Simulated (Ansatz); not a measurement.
# CH5BCl: the cost of one run

Method: UKS B3LYP-D4/def2-SVP, in Ansatz 0.2.0.

## (1) Starting point

Bond lengths: B1–C3 1.600 Å, C3–H4 1.110 Å, C3–H5 1.110 Å, C3–H6 1.110 Å, B1–H7 1.190 Å. Angles: B1–C3–H4 109.5°, B1–C3–H5 109.5°, B1–C3–H6 109.5°, H4–C3–H5 109.4°, H4–C3–H6 109.4°, H5–C3–H6 109.4°, C3–B1–H7 120.0°.

Structure file:

```xyz
8

B     0.0000    0.0000    0.0000
H     0.0000    0.0000    1.4400
C     1.3856    0.0000   -0.8000
H     1.7152   -1.0462   -0.9702
H     1.2491    0.5080   -1.7774
H     2.1552    0.5381   -0.2082
H    -1.0305    0.0000   -0.5950
Cl    0.0000    0.0000    3.1100
```

## (2) A restrained relaxation towards end A

Springs on the bonds that form and break draw the guess towards this end; the thresholds are loose.

Input file input.yaml:

```yaml
crystal:
  periodic: [false, false, false]
  atoms:
    - { symbol: B, position_ang: [0.0, 0.0, 0.0] }
    - { symbol: H, position_ang: [0.0, 0.0, 1.44] }
    - { symbol: C, position_ang: [1.3856, 0.0, -0.8] }
    - { symbol: H, position_ang: [1.7152, -1.0462, -0.9702] }
    - { symbol: H, position_ang: [1.2491, 0.508, -1.7774] }
    - { symbol: H, position_ang: [2.1552, 0.5381, -0.2082] }
    - { symbol: H, position_ang: [-1.0305, 0.0, -0.595] }
    - { symbol: Cl, position_ang: [0.0, 0.0, 3.11] }
magnetization:
  spin_polarized: true
  initial_magnetization: 1
basis:
  gaussian: { orbitals: def2-SVP }
hamiltonian:
  xc: b3lyp
  dispersion: d4
relax:
  f_tol: 0.15
  max_steps: 25
  restrain:
    - { distance: [1, 7], at: 2.57, k: 30.0 }
    - { distance: [0, 1], at: 1.19, k: 30.0 }
output:
  orbitals: {}
```

Command:

```sh
> ansatz run input.yaml --threads 2 --pin off --max-ram 3072MiB --backend cpu --events-out ev --progress --plain --runs-dir out
```

Q: Estimate wall time and peak memory on 2 threads of Arm Neoverse N1, shared host.

About 39 s, with a peak of 0.17 GiB.
